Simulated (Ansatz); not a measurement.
Calculated with Ansatz (gas phase, PBE0-D4/def2-TZVP geometries, no zero-point term in ΔE). CCSD(T)/CBS adds triple-zeta CCSD(T) − MP2 to the extrapolated MP2 energy (def2 sets, frozen cores). This one scheme is used for every species, atoms too. DFT in def2-TZVPP. Open shells (•) are unrestricted, without spin–orbit coupling. Spin–orbit coupling would lower the free atoms: a little for C, O. One conformer a species, not always the lowest.

Reaction (atomization): `OC(O)=NP` → C• + 4 H• + N• + 2 O• + P•

| species | CAM-B3LYP energy (Eh) |
| --- | --- |
| `OC(O)=NP` | -587.10122 |
| C• | -37.83702 |
| H• | -0.49881 |
| N• | -54.58263 |
| O• | -75.07325 |
| P• | -341.27044 |

Q: Work out ΔE.

A: ΔE = 4 × (-0.49881) + 2 × (-75.07325) + (-37.83702) + (-54.58263) + (-341.27044) − (-587.10122) = 1.26939 Eh = +34.54 eV. CCSD(T)/CBS gives +34.32 eV.

Largest T1 diagnostic among the species: 0.014.

The D4 term adds +0.30 eV with B3LYP and +0.15 eV with PBE0; it sums over pairs of atoms, weighted by their polarisabilities, and B3LYP, whose exchange is more repulsive, gets the larger term. From PBE to PBE0 (25 % exact exchange), in def2-TZVPP and without D4, ΔE moves by −1.33 eV: exact exchange takes away binding that semilocal exchange gives to molecules.

B3LYP here is the variant with VWN-RPA as its local correlation; programs differ in this.

For atomizations the MP2-based limit and the directly extrapolated one differ by several kJ/mol either way, and by 10 to 25 for some Ge, Se and Sn compounds, so smaller differences from it don't rank the levels.
